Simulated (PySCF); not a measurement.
Species: C3H7NP (charge +1).
Numbering: `[CH3:1][PH2+:2][CH2:3][C:4]#[N:5]` (hydrogens: H6, H7, H8 on C1; H9, H10 on P2; H11, H12 on C3)

Computed with PySCF, PBE0-D3(BJ)/def2-SVP geometry optimisation, gas phase.

Problem. List the bond lengths, angles and torsions at this level.

Solution. 
| bond | length (Å) |
| --- | --- |
| C1–P2 | 1.790 |
| P2–C3 | 1.826 |
| C3–C4 | 1.453 |
| C4≡N5 | 1.156 |
| C1–H6, C1–H7, C1–H8 | 1.101 |
| P2–H9, P2–H10 | 1.410 |
| C3–H11, C3–H12 | 1.104 |

Bonds in one row agree within 0.01 Å and their mean is given. A selection of angles:
| angle | degrees |
| --- | --- |
| P2–C1–H6 | 109.4 |
| H6–C1–H7 | 109.7 |
| C1–P2–C3 | 112.2 |
| C1–P2–H9 | 110.6 |
| C3–P2–H9 | 107.8 |
| H9–P2–H10 | 106.3 |
| P2–C3–C4 | 109.0 |
| P2–C3–H11 | 108.8 |
| C4–C3–H11 | 111.5 |
| H11–C3–H12 | 107.8 |
| C3–C4–N5 | 176.1 |

Dihedral angles: C1–P2–C3–C4 -56° (synclinal). The mirror-image conformer, all signs reversed, is as good.

Of the pairs four or more bonds apart, C4···H8 is among the closest relative to their van der Waals radii: 2.98 Å, 103 % of the sum of Bondi's values. P2 (phosphonium phosphorus) is tetrahedral (angles from 106.3° to 112.2°). The C–P distances run from 1.790 Å (C1–P2, drawn single) to 1.826 Å (P2–C3, drawn single), a spread of 0.036 Å.

Point group: C1 (no symmetry element, even within 0.4 Å). PBE0-D3(BJ)/def2-SVP frequencies: not computed here.
